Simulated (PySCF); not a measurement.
## Working out the ionisation energy of O

O [He] 2s2 2p4 (3P) → O⁺ [He] 2s2 2p3 (4S). Computed with PySCF 2.14 in cc-pVTZ-DK (4s3p2d1f, 30 functions), with the spin-free X2C one-electron Hamiltonian (Gaussian nucleus). Frozen: 1s2. Energies in hartree (1 hartree = 27.21139 eV):

```tsv
part	O (lower)	O⁺ (upper)
UHF	-74.863870	-74.422858
CCSD correlation	-0.159377	-0.112746
(T)	-0.002914	-0.001599
```

What does Hartree-Fock give?

(-74.422858) − (-74.863870) = 0.441012 hartree = 12.001 eV.

What do CCSD and CCSD(T) give?

The CCSD correlation energies differ by 0.046631 hartree = 1.269 eV and the triples by 0.001315 hartree = 0.036 eV, so CCSD gives 13.270 eV and CCSD(T) 13.306 eV.

Measured between the centres of the two terms (NIST): 13.608 eV, so CCSD(T) (valence) is off by -0.302 eV.

What remains against the reference includes basis incompleteness, the frozen core and higher excitations.
